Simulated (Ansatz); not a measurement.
**CH₅BO: up Jacob's ladder to CCSD(T)**

One table from this session's results is given with a row withheld; the runs are named, their logs left out.

Computed with Ansatz 0.2.0, Gaussian basis. Level: functionals in def2-TZVPP, the program's frozen cores in correlated methods.

The runs, in order: LDA (SPW92), PBE-D4, revPBE-D4, BLYP-D4, r2SCAN-D4, B97M-V, PBE0-D4, B3LYP-D4, r2SCANh-D4, r2SCAN0-D4, HSE06-D4, BHLYP-D4, CAM-B3LYP-D4, LC-ωPBE, ωB97X-V, ωB97M-V, B2PLYP, PBE-QIDH; CCSD(T)/def2-SVP; CCSD(T)/def2-TZVPP; MP2/def2-QZVPP; extrapolation to the limit; RPA on PBE.

**The relaxed structure**

The geometry comes from an earlier relaxation with PBE0-D4 in a triple-zeta def2 set; it is a stationary point, not always the lowest conformer.

SMILES `BCO`, 8 atoms, charge 0, spin multiplicity 1.

Atoms are counted from 1 here; the program's logs count them from 0.

Bond lengths: B1–C2 1.551 Å, B1–H4 1.194 Å, B1–H5 1.199 Å, C2–O3 1.498 Å, C2–H6 1.086 Å, C2–H7 1.085 Å, O3–H8 0.963 Å. Angles: C2–B1–H4 120.0°, C2–B1–H5 118.4°, H4–B1–H5 120.9°, B1–C2–O3 66.6°, B1–C2–H6 122.7°, B1–C2–H7 122.4°, O3–C2–H6 111.1°, O3–C2–H7 107.4°, H6–C2–H7 112.9°, C2–O3–H8 108.9°.

Set-up of the first run:

in.yaml

```yaml
crystal:
  periodic: [false, false, false]
  atoms:
    - {symbol: B, position_ang: [-0.513745, 0.302488, -0.663666]}
    - {symbol: C, position_ang: [0.596617, 0.351170, 0.418547]}
    - {symbol: O, position_ang: [0.228310, -1.042019, 0.007726]}
    - {symbol: H, position_ang: [-0.224461, 0.381965, -1.819190]}
    - {symbol: H, position_ang: [-1.658071, 0.351807, -0.309892]}
    - {symbol: H, position_ang: [0.383828, 0.517622, 1.470816]}
    - {symbol: H, position_ang: [1.642989, 0.496275, 0.171740]}
    - {symbol: H, position_ang: [-0.363367, -1.416507, 0.668220]}
basis:
  gaussian: {orbitals: def2-TZVPP}
hamiltonian: {xc: lda}
output: {orbitals: {seedname: orbitals}}
```

Run with:

```sh
$ ansatz run in.yaml --threads 2 --pin off --events-out ev --progress --plain --max-ram 4352MiB
```

Among the steps run: LDA; PBE-D4 (GGA); revPBE-D4 (GGA); BLYP-D4 (GGA); r2SCAN-D4 (meta-GGA); B97M-V (meta-GGA); PBE0-D4 (hybrid); B3LYP-D4 (hybrid); r2SCANh-D4 (hybrid); r2SCAN0-D4 (hybrid); HSE06-D4 (hybrid); BHLYP-D4 (hybrid); CAM-B3LYP-D4 (range-separated); LC-ωPBE (range-separated); ωB97X-V (range-separated); ωB97M-V (range-separated); B2PLYP (double hybrid); PBE-QIDH (double hybrid).

One of the session's tables, all rows but one given; the rest of the session is left out.

It belongs to the step «Orbital energies across the functionals». 

| functional | HOMO (eV) | gap (eV) |
| --- | --- | --- |
| LDA (SPW92) | -7.06 | 6.03 |
| PBE-D4 | -6.94 | 6.07 |
| revPBE-D4 | -6.88 | 6.09 |
| BLYP-D4 | ? | ? |
| r2SCAN-D4 | -7.20 | 6.97 |
| B97M-V | -7.30 | 6.74 |
| PBE0-D4 | -8.33 | 8.45 |
| B3LYP-D4 | -8.13 | 7.88 |
| r2SCANh-D4 | -7.72 | 7.81 |
| r2SCAN0-D4 | -8.51 | 9.04 |
| HSE06-D4 | -7.93 | 7.66 |
| BHLYP-D4 | -9.68 | 10.54 |
| CAM-B3LYP-D4 | -9.81 | 10.76 |
| LC-ωPBE | -11.21 | 13.51 |
| ωB97X-V | -10.82 | 12.93 |
| ωB97M-V | -10.71 | 12.37 |

Q: Estimate the row for BLYP-D4 from the others.

Worked estimate for «HOMO (eV)». Against the share of exact exchange, B3LYP-D4 (0.2, -8.13), BHLYP-D4 (0.5, -9.68) give a slope of -5.17 per unit share; at 0 the line stands at -7.10.

The run gave: HOMO (eV): -6.84; gap (eV): 5.98. In «HOMO (eV)» the line misses by -0.26.
